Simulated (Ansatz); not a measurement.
Rhombohedral A7 As, treated with PBE-D3(BJ) (Ansatz, a quantum-chemistry and plane-wave program, plane waves, PAW).

Settings: plane-wave cutoff 520 eV, 18×18×18 k mesh, Fermi–Dirac smearing 0.05 eV, scalar-relativistic PAW data made under PBE.

The cell is scaled about its equilibrium volume:

Shape and atoms are relaxed at each volume.

| V (Å³/atom) | P (GPa) | c (Å) | a (Å) |
|---|---|---|---|
| 20.064 | 2.29 | 9.848 | 3.757 |
| 20.482 | 1.05 | 9.979 | 3.771 |
| 20.900 | 0.00 | 10.118 | 3.783 |
| 21.318 | -0.91 | 10.263 | 3.793 |
| 21.736 | -1.66 | 10.423 | 3.801 |

Note: the bulk modulus comes from volumes at which shape and atoms were relaxed.
